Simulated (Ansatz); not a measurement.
One starting cell of AlN (a generated trial cell of AlN in the zincblende structure type) was relaxed twice with Ansatz (plane waves, PAW, scalar-relativistic): with r2SCAN at 500 eV and with PBE at 420 eV. The r2SCAN result:

```cif
data_Al4N4
_chemical_formula_sum 'N4 Al4'
_space_group_name_H-M_alt 'F-43m'
_space_group_IT_number 216
_space_group_name_Hall 'F -4 2 3'
_cell_length_a 4.36954
_cell_length_b 4.36954
_cell_length_c 4.36954
_cell_angle_alpha 90.000
_cell_angle_beta 90.000
_cell_angle_gamma 90.000
loop_
_atom_site_label
_atom_site_type_symbol
_atom_site_symmetry_multiplicity
_atom_site_Wyckoff_symbol
_atom_site_fract_x
_atom_site_fract_y
_atom_site_fract_z
_atom_site_occupancy
N1 N 4 c 0.25000 0.25000 0.25000 1
Al1 Al 4 a 0.00000 0.00000 0.00000 1
```
(The calculation used a cell of 2 atoms; values per cell refer to that cell.)

```csv
quantity,r2SCAN,PBE
space group,F-43m,F-43m
volume (Å³/atom),10.43,___
a (Å),4.370,___
"gap (eV, no spin-orbit coupling)",3.93,___
```

**Question.** Fill in the PBE column.

**Answer.** 
- volume (Å³/atom), PBE: 10.67
- a (Å), PBE: 4.403
- gap (eV, no spin-orbit coupling), PBE: 3.31

Both levels end in the same structure; PBE's volume is 2.3 % larger; its gap is 0.62 eV smaller. Neither column is exact.

No spin polarisation in the result.

Measured for AlN: a 4.368 Å (static lattice; corrected from measurement; as listed in Daniel Mejia-Rodriguez, S. B. Trickey, Phys. Rev. B (2018)); gap 5.34 eV (as listed in Daiki Deguchi et al., Japanese Journal of Applied Physics (2016)). Computed minus measured — a: r2SCAN 0.0 %, PBE +0.8 %; gap: r2SCAN -1.41 eV, PBE -2.03 eV. The computed values are for a static lattice, and a measured gap can be an optical one, lowered by exciton binding.

The run could not lose the symmetry of its start.

All atoms sit on sites fixed by symmetry, so only the cell could relax.

Ansatz is an electronic-structure program.
